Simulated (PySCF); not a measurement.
**NO2 (nitrogen dioxide) at 6 levels**

Aim: a comparison of 6 runs (UHF/3-21G, U-r2SCAN/cc-pVTZ, U-wB97X/cc-pVTZ, UM06-L/cc-pVTZ, UPBE/cc-pVTZ, USCS-MP2/cc-pVTZ) of NO2 (nitrogen dioxide). 

Program for the calculation: PySCF 2.14.0.

2 further runs of the same task are left out: 2 set aside as unsound or not needed.

### 1 The structure to begin with

NO2: 3 atoms, total charge 0, spin state doublet. SMILES: `[O]N=O`. The shape is that of a PBE0-D4/def2-TZVP optimisation.

Bond lengths: O1–N2 1.183 Å, N2–O3 1.183 Å. Angles: O1–N2–O3 134.8°.

### 2 A single-point energy at UHF/3-21G (run 1)

Input file input.py:

```python
from pyscf import gto, scf

mol = gto.M(
    atom=[
    ('O', (0.209760, -1.082190, 0.000620)),
    ('N', (-0.265470, -0.009110, -0.145890)),
    ('O', (0.055690, 1.091300, 0.145270)),
],
    max_memory=1860,
    verbose=4,
    spin=1,
    basis='3-21g',
)

mf = scf.UHF(mol)
mf.conv_tol = 1e-10
mf.kernel()
if not mf.converged:
    mf = mf.newton().run(mf.mo_coeff, mf.mo_occ)

e_final = mf.e_tot
print(f'total energy: {e_final:.8f} hartree')
```

Launch:

```console
$ OMP_NUM_THREADS=1 python input.py
```

Log:

```text
PySCF version 2.14.0

[INPUT] num. atoms = 3
[INPUT] num. electrons = 23
[INPUT] charge = 0
[INPUT] spin (= nelec alpha-beta = 2S) = 1
[INPUT] symmetry False subgroup None
[INPUT] Mole.unit = angstrom
[INPUT] Symbol           X                Y                Z      unit          X                Y                Z       unit  Magmom
[INPUT]  1 O      0.209760000000  -1.082190000000   0.000620000000 AA    0.396388951889  -2.045042714743   0.001171630197 Bohr   0.0
[INPUT]  2 N     -0.265470000000  -0.009110000000  -0.145890000000 AA   -0.501665594288  -0.017215404995  -0.275692144313 Bohr   0.0
[INPUT]  3 O      0.055690000000   1.091300000000   0.145270000000 AA    0.105238847877   2.062258119738   0.274520514116 Bohr   0.0

nuclear repulsion = 65.6205622004729
number of shells = 15
number of NR pGTOs = 45
number of NR cGTOs = 27
basis = 3-21g
ecp = {}

[... 73 lines left out ...]
converged SCF energy = -202.841847884023  <S^2> = 0.76560336  2S+1 = 2.015543
total energy: -202.84184788 hartree
```

Run time: 0.48 s. Hardware: 1 thread of Arm Neoverse V2, shared host; peak memory 0.1 GiB.

### 3 A single-point energy at U-r2SCAN/cc-pVTZ (run 2)

Input file run.py:

```python
from pyscf import gto, dft

mol = gto.M(
    atom='O 0.209760 -1.082190 0.000620; N -0.265470 -0.009110 -0.145890; O 0.055690 1.091300 0.145270',
    max_memory=1860,
    verbose=3,
    spin=1,
    basis='cc-pvtz',
)

myscf = dft.UKS(mol)
myscf.xc = 'r2scan'
myscf.conv_tol = 1e-10
myscf.grids.level = 5
myscf.kernel()
if not myscf.converged:
    myscf = myscf.newton().run(myscf.mo_coeff, myscf.mo_occ)

energy = myscf.e_tot
print(f'total energy: {energy:.8f} hartree')
```

Launch:

```console
$ OMP_NUM_THREADS=1 python run.py
```

Log:

```text
converged SCF energy = -205.068081565576  <S^2> = 0.75381994  2S+1 = 2.0038163
total energy: -205.06808157 hartree
```

It took 31 s on 1 thread of Arm Neoverse V2, shared host; peak memory 0.49 GiB.

Runs 3 to 5 aren't shown in full; the table further down has their settings and results.

### 4 A single-point energy at USCS-MP2/cc-pVTZ (run 6)

Input file job.py:

```python
from pyscf import gto, scf, mp

system = gto.M(
    atom=[
    ('O', (0.209760, -1.082190, 0.000620)),
    ('N', (-0.265470, -0.009110, -0.145890)),
    ('O', (0.055690, 1.091300, 0.145270)),
],
    spin=1,
    verbose=3,
    max_memory=1860,
    basis='cc-pvtz',
)

mf = scf.UHF(system)
mf.conv_tol = 1e-10
mf.kernel()
if not mf.converged:
    mf = mf.newton().run(mf.mo_coeff, mf.mo_occ)

pt = mp.MP2(mf, frozen=3).run()
e_tot = mf.e_tot + 1.2 * pt.e_corr_os + pt.e_corr_ss / 3
print('E = %.10f Eh' % e_tot)
```

Launch:

```console
$ OMP_NUM_THREADS=1 python job.py
```

Log:

```text
converged SCF energy = -204.112744693855  <S^2> = 0.76915616  2S+1 = 2.0190653
E(UMP2) = -204.77854053903  E_corr = -0.665795845175238
E(SCS-UMP2) = -204.753178456177  E_corr = -0.640433762322445
E = -204.7531784562 Eh
```

It took 2.5 s on 1 thread of Arm Neoverse V2, shared host; peak memory 0.21 GiB.

### 5 All runs side by side

```
run             level  integration grid  frozen core orbitals  energy (Eh)  dipole moment (D) of the reference  HOMO energy (eV)  LUMO energy (eV)  wall time
  1         UHF/3-21G                 –                     –  -202.841848                                0.63            -13.20              1.57     0.48 s
  2  U-r2SCAN/cc-pVTZ                 5                     –  -205.068082                                0.29             -6.66             -4.37       31 s
  3   U-wB97X/cc-pVTZ                 5                     –  -205.100892                                0.37            -10.60             -1.21       19 s
  4    UM06-L/cc-pVTZ                 5                     –  -205.129980                                0.28             -6.29             -4.37       34 s
  5      UPBE/cc-pVTZ                 5                     –  -204.968536                                0.24             -6.09             -4.61       13 s
  6  USCS-MP2/cc-pVTZ                 –                     3  -204.753178                                0.68            -13.51              1.24      2.5 s
```

### 6 Outcome

```
                                                         quantity          value
                                              run 6: total energy  -204.75318 Eh
                      run 6: dipole moment (Hartree–Fock density)         0.68 D
run 6: HOMO energy (Hartree–Fock orbitals) (highest over α and β)      -13.51 eV
 run 6: LUMO energy (Hartree–Fock orbitals) (lowest over α and β)        1.24 eV
               run 6: correlation energy (3 core orbitals frozen)     -640.4 mEh
                         run 6: ⟨S²⟩ of the reference determinant          0.769
```

**Reading.** Over runs 1, 2, 3, 4, 5 the dipole moment (its size) runs from 0.24 D (UPBE/cc-pVTZ) to 0.63 D (UHF/3-21G). The two ends differ in method and basis. Totals of different functionals can't be ranked against each other. All runs together took 99 s, the longest 34 s.
